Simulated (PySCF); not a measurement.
Compound: C5H8F (doublet state).
Atom-mapped SMILES: `[CH3:1][C@@H:2]1[CH2:3][CH2:4][C:5]1[F:6]` (hydrogens: H7, H8, H9 on C1; H10 on C2; H11, H12 on C3; H13, H14 on C4)

Structure used (GFN2-xTB), in Å, numbered top down from 1:
```
atom  x, y, z in Å
C1     1.7786   -0.1566    0.2276
C2     0.3993   -0.3431   -0.3940
C3    -0.4890    0.9223   -0.4763
C4    -1.5949    0.2269    0.3458
C5    -0.6664   -0.9328    0.4760
F6    -1.0702   -2.2230    0.4036
H7     2.2506   -1.1221    0.3918
H8     1.6960    0.3553    1.1832
H9     2.4110    0.4319   -0.4333
H10    0.5099   -0.8680   -1.3504
H11   -0.7898    1.1871   -1.4865
H12   -0.0534    1.7896    0.0127
H13   -2.5158    0.0084   -0.2011
H14   -1.8666    0.7236    1.2786
```

Method used: UKS B3LYP, pcH-1 on C F H, non-relativistic, mean-field spin-orbit, GIAO in PySCF. Isolated species at its GFN2-xTB geometry, gas phase. The geometry wasn't refined by DFT: couplings that depend on bond lengths, twists or pyramidal angles can differ widely from those at the functional's own minimum. No stability test was run, so a lower SCF solution isn't excluded.

Problem. Where do the isotropic ENDOR lines of C1, C3, C4, C2, F6, H14, H13, H10, H12 and H11 fall at 346.7 mT, to first order?

Solution. ν± = |νn ± a/2|, one line for each electron-spin manifold; νn = |g_N| × 7.62259 MHz/T × B.

```tsv
nuclei	isotope	g_N	νn (MHz)	a_iso (MHz)	lower line (MHz)	upper line (MHz)
C1	13C	1.4048	3.71	49.95	21.26	28.69
C3	13C	1.4048	3.71	12.69	2.63	10.06
C4	13C	1.4048	3.71	-11.89	2.23	9.66
C2	13C	1.4048	3.71	-9.54	1.06	8.48
F6	19F	5.2577	13.89	182.09	77.15	104.94
H14	1H	5.5857	14.76	85.55	28.01	57.54
H13	1H	5.5857	14.76	68.73	19.60	49.13
H10	1H	5.5857	14.76	60.59	15.53	45.05
H12	1H	5.5857	14.76	4.97	12.28	17.25
H11	1H	5.5857	14.76	-2.15	13.69	15.84
```

The rows for 13C, of low natural abundance, apply to labelled samples.

Problem. Which pairs are centred on the nuclear Larmor frequency, and which on half the coupling?

Solution. Centred on νn, since |a| < 2νn: H12 and H11. Centred on |a|/2 and split by 2νn: C1, C3, C4, C2, F6, H14, H13 and H10.

Problem. At what field would the lower line of C4 fall to zero frequency?

Solution. Where νn = |a|/2, that is B = 5.94 MHz/(1.4048 × 7.62259 MHz/T) = 555 mT, as far as first order holds there.

Couplings of abundant isotopes left out: H7/H8/H9 (-1.6 MHz).
